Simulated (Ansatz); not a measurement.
Ansatz (a first-principles code) input (CCSD(T)/cc-pwCVTZ): A basis named .json is the Basis Set Exchange file of that set (core-valence sets with the plain set on hydrogen).

Ansatz 0.2 input:
```yaml
crystal:
  periodic: [false, false, false]
  atoms:
    - {symbol: Cl, position_ang: [-0.00000000, -0.00000000, -1.00677069]}
    - {symbol: Cl, position_ang: [0.00000000, 0.00000000, 1.00677069]}
basis:
  gaussian:
    orbitals: cc-pwCVTZ.json
magnetization: {spin_polarized: false}
correlation: {method: ccsd_t, frozen_orbitals: {Cl: 1}}
```

Output:

```
Functional definition: HF
integrals: 0.17 GiB planned
699 factors; integrals over basis functions are off by at most 1.0e-3 eV
mean field: 0.29 GiB planned
mean field evaluation 1: about -25006.5796 eV, gradient 1.5e1 eV
mean field evaluation 2: about -25006.7776 eV, gradient 1.6e1 eV
mean field evaluation 4: about -25007.2805 eV, gradient 1.2e0 eV
mean field evaluation 8: about -25007.2948 eV, gradient 1.7e-5 eV
mean field evaluation 16: about -25007.0034 eV, gradient 1.1e0 eV
mean field -25007.29481801 eV, -919.0011340086 hartree, gradient 9.6e-6 eV, S^2 0.000000; 0 other end points of the search recorded, 0 dependent functions left out
2 core orbitals not correlated
reference -25007.29481801 eV, -919.0011340086 hartree; 15, 15 occupied and 101, 101 virtual orbitals, 699 factors
second order -25.46872551 eV of doubles, -0.00000000 eV of singles
coupled cluster: 0.40 GiB planned
cycle   1  -25.78914570 eV  change   -3.2e-1 eV  update   6.4e-2
cycle   2  -26.12020847 eV  change   -3.3e-1 eV  update   1.9e-2
cycle   3  -26.15772335 eV  change   -3.8e-2 eV  update   7.2e-3
cycle   4  -26.15000892 eV  change    7.7e-3 eV  update   1.6e-3
cycle   5  -26.15056723 eV  change   -5.6e-4 eV  update   4.9e-4
cycle   6  -26.15071314 eV  change   -1.5e-4 eV  update   1.5e-4
cycle   7  -26.15061764 eV  change    9.6e-5 eV  update   4.4e-5
cycle   8  -26.15063295 eV  change   -1.5e-5 eV  update   1.3e-5
perturbative correction -0.64969361 eV, -0.0238757999 hartree
Total energy: -25034.09514457 eV, -919.9860278439 hartree
```
